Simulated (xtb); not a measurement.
acetylene (C2H2), SMILES C#C. All values are semi-empirical tight-binding results from xtb (GFN2-xTB unless named), good for trends rather than for accurate numbers. The structure is a stationary point at GFN2-xTB.

Computed properties:
* **point group as xtb finds it**: D∞h
* **orbital gap**: 7.29 eV
* **dipole moment**: 0.00 D
* **zero-point energy**: 16.6 kcal/mol
* **G − E(el) at 298.15 K (modified RRHO)**: 4.7 kcal/mol
* **static polarisability (D4 model)**: 23.0 bohr³
* **solvation energy, GFN2-xTB/ALPB(water)**: -0.9 kcal/mol
* **solvation energy, GFN2-xTB/ALPB(benzene)**: -1.3 kcal/mol

Task: Give the IR lines (harmonic; lines under 4 % of the strongest left out, lines within 3 cm⁻¹ merged). (An estimate is asked for; the answer gives what the named calculation found.)

Result: ν (cm⁻¹): 849 (vs) (against the strongest line: vs over 80 %, s over 45 %, m over 15 %, w over 4 %, vw less)
